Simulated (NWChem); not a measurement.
System: isobutene (C4H8); SMILES CC(C)=C

Results from NWChem. The level has its own optimisation; frequencies are unscaled. Brackets give each atom's bonded neighbours.

Predict the results for PBE0/def2-SVP. Quantities: r C–C [C(CCC)–C(CHHH)] (Å); r C–C [C(CCC)–C(CHH)] (Å); r C–H [C(CHH)–H(C)] (Å); highest harmonic frequency (cm⁻¹); lowest (cm⁻¹); zero-point energy (kcal/mol); dipole (D).


```yaml
r C–C [C(CCC)–C(CHHH)] (Å): 1.500
r C–C [C(CCC)–C(CHH)] (Å): 1.338
r C–H [C(CHH)–H(C)] (Å): 1.094
highest harmonic frequency (cm⁻¹): 3258
lowest (cm⁻¹): 169
zero-point energy (kcal/mol): 67.6
dipole (D): 0.59
```
